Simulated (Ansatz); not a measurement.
# SiHO (quartet): correlated methods under varied settings

Aim: run SiHO (quartet) at one geometry under a spread of methods and options, and see what each costs and gives.

Computed with Ansatz 0.2.0, Gaussian basis. Level: the settings change from run to run.

35 further runs of the same task are left out: 9 for a known fault of the program, 10 that didn't finish, 16 set aside as unsound or not needed.

**1. The geometry**

The geometry is a PBE0/def2-TZVP stationary point (not a proven minimum).

3 atoms, charge 0, spin multiplicity 4.

Atoms are counted from 1 here; the program's logs count them from 0.

Bond lengths: Si1–O2 1.728 Å, Si1–H3 1.496 Å. Angles: O2–Si1–H3 115.5°.

**2. BCCD on UHF/cc-pVDZ**

Input file in.yaml:

```yaml
crystal:
  periodic: [false, false, false]
  atoms:
    - {symbol: Si, position_ang: [0.000000, -0.094440, 0.592147]}
    - {symbol: O, position_ang: [0.000000, 0.091474, -1.126196]}
    - {symbol: H, position_ang: [0.000000, 1.179495, 1.376770]}
basis:
  gaussian: {orbitals: cc-pVDZ}
magnetization: {spin_polarized: true, initial_magnetization: 3}
correlation: {method: bccd, electrons: outside_noble_gas}
scf: {lower_state_search: full}
```

Started as:

```bash
ansatz run in.yaml --threads 1 --pin off --events-out ev --progress --plain --max-ram 2393MiB
```

The log of the run, cut to the lines that bear on the results:

```text
Functional definition: HF
  name "HF"
  cite "Fock, Z. Phys. 61, 126 (1930) doi:10.1007/BF01340294"
  parent pbe
[...]
357 factors; integrals over basis functions are off by at most 1.0e-3 eV
[...]
mean field -9912.13170499 eV, -364.2641214742 hartree, gradient 2.0e-6 eV, S^2 3.761578; 15 other end points of the search recorded, 0 dependent functions left out
determinant -9912.13170499 eV, -364.2641214742 hartree, with singles and doubles -9918.29775155 eV, -364.4907195058 hartree
determinant -9912.07927010 eV, -364.2621945277 hartree, with singles and doubles -9918.22830971 eV, -364.4881675652 hartree
determinant -9912.13170499 eV, -364.2641214742 hartree, with singles and doubles -9918.29963500 eV, -364.4907887213 hartree
determinant -9912.07927010 eV, -364.2621945277 hartree, with singles and doubles -9918.23005858 eV, -364.4882318352 hartree
6 core orbitals not correlated: weight in the atoms' cores, before any rotation towards them, 1.000 or more for the frozen orbitals, at most 0.000 for the correlated occupied ones
reference -9912.13170499 eV, -364.2641214742 hartree; 7, 4 occupied and 24, 27 virtual orbitals, 357 factors
second order -5.43097283 eV of doubles, -0.00000000 eV of singles
cycle   1  -6.15281004 eV  change    1.5e-2 eV  update   1.0e-2
[...]
cycle   9  -6.15192384 eV  change    1.2e-6 eV  update   7.5e-6
Total energy: -9918.28362883 eV, -364.4902005054 hartree
```

It took 1.3 s on 1 thread of AMD EPYC 9R45, shared host.

From the report: ⟨S²⟩ of the determinant 3.762 (pure quartet: 3.75); correlation -6.1519 eV; largest double amplitude 0.03.

**3. MP2 on ROHF/cc-pVDZ**

Input file in.yaml:

```yaml
crystal:
  periodic: [false, false, false]
  atoms:
    - {symbol: Si, position_ang: [0.000000, -0.094440, 0.592147]}
    - {symbol: O, position_ang: [0.000000, 0.091474, -1.126196]}
    - {symbol: H, position_ang: [0.000000, 1.179495, 1.376770]}
basis:
  gaussian: {orbitals: cc-pVDZ}
magnetization: {spin_polarized: false, initial_magnetization: 3}
correlation: {method: mp2, electrons: outside_noble_gas}
```

Launched as before.

The log of the run, cut to the lines that bear on the results:

```text
Functional definition: HF
  name "HF"
  cite "Fock, Z. Phys. 61, 126 (1930) doi:10.1007/BF01340294"
  parent pbe
[...]
357 factors; integrals over basis functions are off by at most 1.0e-3 eV
[...]
mean field -9911.97088983 eV, -364.2582116260 hartree, gradient 1.3e-6 eV, S^2 3.750000; 8 other end points of the search recorded, 0 dependent functions left out
[...]
6 core orbitals not correlated: weight in the atoms' cores, before any rotation towards them, 1.000 or more for the frozen orbitals, at most 0.000 for the correlated occupied ones
reference -9911.97088983 eV, -364.2582116260 hartree; 7, 4 occupied and 24, 27 virtual orbitals, 357 factors
second order -5.48239863 eV of doubles, -0.10437576 eV of singles
Total energy: -9917.55766422 eV, -364.4635217981 hartree
```

Wall time 0.51 s (1 thread of AMD EPYC 9R45, shared host).

**4. CASSCF(7,8)/def2-SVP**

in.yaml, as its differences from that of step 3:

```diff
@@ -7,4 +7,6 @@
 basis:
-  gaussian: {orbitals: cc-pVDZ}
+  gaussian: {orbitals: def2-SVP}
 magnetization: {spin_polarized: false, initial_magnetization: 3}
-correlation: {method: mp2, electrons: outside_noble_gas}
+correlation: {active_space: {window: {electrons: 7, orbitals: 8}}}
+scf: {lower_state_search: off}
+output: {forces: true}
```

The command is unchanged.

The log of the run, cut to the lines that bear on the results:

```text
Functional definition: HF
  name "HF"
  cite "Fock, Z. Phys. 61, 126 (1930) doi:10.1007/BF01340294"
  parent pbe
[...]
347 factors; integrals over basis functions are off by at most 1.0e-3 eV
[...]
mean field -9907.58646344 eV, -364.0970869281 hartree, gradient 9.5e-6 eV, S^2 3.750000; 0 other end points of the search recorded, 0 dependent functions left out
reference -9907.58646344 eV, -364.0970869281 hartree; 13, 10 occupied and 24, 27 virtual orbitals, 347 factors
state -9909.48523172 eV, -364.1668653753 hartree
[...]
Total energy: -9909.48523172 eV, -364.1668653753 hartree
Atom 0 at     0.000000    -0.094440     0.592147 Å, force    -0.000000     0.366306     0.789248 eV/Å
Atom 1 at     0.000000     0.091474    -1.126196 Å, force     0.000000    -0.016848    -0.698706 eV/Å
Atom 2 at     0.000000     1.179495     1.376770 Å, force     0.000000    -0.349459    -0.090542 eV/Å
Dipole moment:     0.000000    -0.087457     0.288257 e Å
Checks for a lower state left out: stability, starts, cluster_reference, orbital_swaps, neighbouring_geometries, increment
```

Run time: 0.96 s. Hardware: 1 thread of AMD EPYC 9R45, shared host.

From the report: 1,568 determinants; active occupations 1.98, 1.97, 1.00, 1.00, 0.99, 0.03, 0.02, 0.01.

**5. NEVPT2(5,8)/cc-pVDZ**

Input file in.yaml:

```yaml
crystal:
  periodic: [false, false, false]
  atoms:
    - {symbol: Si, position_ang: [0.000000, -0.094440, 0.592147]}
    - {symbol: O, position_ang: [0.000000, 0.091474, -1.126196]}
    - {symbol: H, position_ang: [0.000000, 1.179495, 1.376770]}
basis:
  gaussian: {orbitals: cc-pVDZ}
magnetization: {spin_polarized: false, initial_magnetization: 3}
hamiltonian: {pseudopotentials: {relativity: scalar}}
correlation: {method: sc_nevpt2, electrons: all, active_space: {window: {electrons: 5, orbitals: 8}}}
output: {forces: true}
```

Same command.

The log of the run, cut to the lines that bear on the results:

```text
Functional definition: HF
  name "HF"
  cite "Fock, Z. Phys. 61, 126 (1930) doi:10.1007/BF01340294"
  parent pbe
[...]
357 factors; integrals over basis functions are off by at most 1.0e-3 eV
[...]
mean field -9928.05872251 eV, -364.8494285722 hartree, gradient 1.4e-6 eV, S^2 3.750000; 11 other end points of the search recorded, 0 dependent functions left out
reference -9928.05872251 eV, -364.8494285722 hartree; 13, 10 occupied and 24, 27 virtual orbitals, 357 factors
state -9929.07591352 eV, -364.8868096526 hartree
state -9929.07591352 eV, -364.8868096526 hartree; corrected -9933.80441001 eV, -365.0605786933 hartree
[...]
Total energy: -9933.80441001 eV, -365.0605786933 hartree
Relativity: scalar
Atom 0 at     0.000000    -0.094440     0.592147 Å, force    -0.000000     0.077573     1.251077 eV/Å
Atom 1 at     0.000000     0.091474    -1.126196 Å, force    -0.000000     0.077951    -1.229586 eV/Å
Atom 2 at     0.000000     1.179495     1.376770 Å, force     0.000000    -0.155525    -0.021491 eV/Å
Dipole moment:    -0.000000    -0.055058     0.252184 e Å
```

It took 4.9 s on 1 thread of AMD EPYC 9R45, shared host.

From the report: 280 determinants; active occupations 1.98, 1.00, 1.00, 1.00, 0.02, 0.00, 0.00, 0.00.

**6. CCSDT(Q)/cc-pVDZ**

Input file in.yaml:

```yaml
crystal:
  periodic: [false, false, false]
  atoms:
    - {symbol: Si, position_ang: [0.000000, -0.094440, 0.592147]}
    - {symbol: O, position_ang: [0.000000, 0.091474, -1.126196]}
    - {symbol: H, position_ang: [0.000000, 1.179495, 1.376770]}
basis:
  gaussian: {orbitals: cc-pVDZ}
magnetization: {spin_polarized: false, initial_magnetization: 3}
hamiltonian: {xc: {name: B3LYP}, pseudopotentials: {relativity: none}}
correlation: {method: ccsdt_q, electrons: valence, diis_vectors: 12}
scf: {lower_state_search: light}
```

Same command.

The log of the run, cut to the lines that bear on the results:

```text
Functional definition: B3LYP
  name "B3LYP"
  cite "Stephens, Devlin, Chabalowski & Frisch, J. Phys. Chem. 98, 11623 (1994) doi:10.1021/j100096a001"
  cite "Becke, Phys. Rev. A 38, 3098 (1988) doi:10.1103/PhysRevA.38.3098"
  cite "Lee, Yang & Parr, Phys. Rev. B 37, 785 (1988) doi:10.1103/PhysRevB.37.785"
  cite "Vosko, Wilk & Nusair, Can. J. Phys. 58, 1200 (1980) doi:10.1139/p80-159"
[...]
652 factors; integrals over basis functions are off by at most 1.6e-7 eV
[...]
mean field -9936.36543287 eV, -365.1546945475 hartree, gradient 1.5e-6 eV, S^2 3.750000; 3 other end points of the search recorded, 0 dependent functions left out
[...]
6 core orbitals not correlated: weight in the atoms' cores, before any rotation towards them, 1.000 or more for the frozen orbitals, at most 0.000 for the correlated occupied ones
reference -9911.53271649 eV, -364.2421090529 hartree; 7, 4 occupied and 24, 27 virtual orbitals, 652 factors
second order -5.87096413 eV of doubles, -0.36773355 eV of singles
cycle   1  -6.43169812 eV  change   -2.0e-1 eV  update   8.3e-2
[...]
cycle  21  -6.86455725 eV  change    3.5e-7 eV  update   1.1e-6
perturbative correction -0.01487972 eV, -0.0005468196 hartree
Total energy: -9918.41215346 eV, -364.4949236984 hartree
```

Run time: 10 s. Hardware: 1 thread of AMD EPYC 9R45, shared host; peak memory 0.31 GiB.

From the report: correlation -6.8794 eV; T1 0.019; largest double amplitude 0.04. The orbitals are Kohn-Sham ones, so correlation energy and T1 don't compare with those on Hartree-Fock orbitals.

**7. CCSDT on UHF/def2-SVP**

Input file in.yaml:

```yaml
crystal:
  periodic: [false, false, false]
  atoms:
    - {symbol: Si, position_ang: [0.000000, -0.094440, 0.592147]}
    - {symbol: O, position_ang: [0.000000, 0.091474, -1.126196]}
    - {symbol: H, position_ang: [0.000000, 1.179495, 1.376770]}
basis:
  gaussian: {orbitals: def2-SVP}
magnetization: {spin_polarized: true, initial_magnetization: 3}
correlation: {method: ccsdt, electrons: outside_noble_gas}
output: {forces: true}
```

Same command.

The log of the run, cut to the lines that bear on the results:

```text
Functional definition: HF
  name "HF"
  cite "Fock, Z. Phys. 61, 126 (1930) doi:10.1007/BF01340294"
  parent pbe
[...]
574 factors; integrals over basis functions are off by at most 1.7e-7 eV
[...]
mean field -9907.79535825 eV, -364.1047636706 hartree, gradient 4.0e-6 eV, S^2 3.760862; 8 other end points of the search recorded, 0 dependent functions left out
determinant -9907.79535825 eV, -364.1047636706 hartree, with singles and doubles -9913.91221150 eV, -364.3295538816 hartree
determinant -9907.73791918 eV, -364.1026528240 hartree, with singles and doubles -9913.83805972 eV, -364.3268288539 hartree
determinant -9907.79535825 eV, -364.1047636706 hartree, with singles and doubles -9913.91389726 eV, -364.3296158322 hartree
determinant -9907.73791918 eV, -364.1026528240 hartree, with singles and doubles -9913.83964727 eV, -364.3268871954 hartree
6 core orbitals not correlated: weight in the atoms' cores, before any rotation towards them, 1.000 or more for the frozen orbitals, at most 0.000 for the correlated occupied ones
reference -9907.79535825 eV, -364.1047636706 hartree; 7, 4 occupied and 24, 27 virtual orbitals, 574 factors
second order -5.39609171 eV of doubles, -0.00000000 eV of singles
cycle   1  -5.84947758 eV  change   -4.5e-1 eV  update   7.3e-2
[...]
cycle  33  -6.27395741 eV  change    9.9e-9 eV  update   2.6e-8
[...]
Total energy: -9914.06931565 eV, -364.3353273528 hartree
Atom 0 at     0.000000    -0.094440     0.592147 Å, force    -0.000000     0.034529     0.708713 eV/Å
Atom 1 at     0.000000     0.091474    -1.126196 Å, force    -0.000000     0.021216    -0.756105 eV/Å
Atom 2 at     0.000000     1.179495     1.376770 Å, force    -0.000000    -0.055745     0.047392 eV/Å
Dipole moment:    -0.000000    -0.038709     0.261575 e Å
```

Run time: 1.8 min. Hardware: 1 thread of AMD EPYC 9R45, shared host; peak memory 0.64 GiB.

From the report: ⟨S²⟩ of the determinant 3.761 (pure quartet: 3.75); correlation -6.2740 eV; T1 0.021; largest double amplitude 0.04.

**8. All runs side by side**

Where basis and cores are those of an earlier UCCSDT(Q)/cc-pVDZ run (-9918.4736 eV), and the state is the same kind, the miss against it is given.

| level | correlated | functions | energy (eV) | from UCCSDT(Q) (meV) | time |
| --- | --- | --- | --- | --- | --- |
| BCCD on UHF/cc-pVDZ | outside noble gas | 37 | -9918.2836 | 189.9 | 1.3 s |
| MP2 on ROHF/cc-pVDZ | outside noble gas | 37 | -9917.5577 | 915.9 | 0.51 s |
| CASSCF(7,8)/def2-SVP |  | 37 | -9909.4852 |  | 0.96 s |
| NEVPT2(5,8)/cc-pVDZ (relativity set) | all | 37 | -9933.8044 |  | 4.9 s |
| CCSDT(Q)/cc-pVDZ (on B3LYP orbitals) | valence | 37 | -9918.4122 |  | 10 s |
| CCSDT on UHF/def2-SVP | outside noble gas | 37 | -9914.0693 |  | 1.8 min |

**9. Results**

| quantity | value |
| --- | --- |
| runs | 6 |
| quickest | MP2 on ROHF/cc-pVDZ, 0.51 s |
| slowest | CCSDT on UHF/def2-SVP, 1.8 min |

Total energies in different bases, with other cores or another treatment of relativity can't be set against each other. CCSDT on UHF/def2-SVP took 208 times as long as MP2 on ROHF/cc-pVDZ; the jobs differ in more than the method. Among the correlated runs with a miss given, it spans +190 to +916 meV.
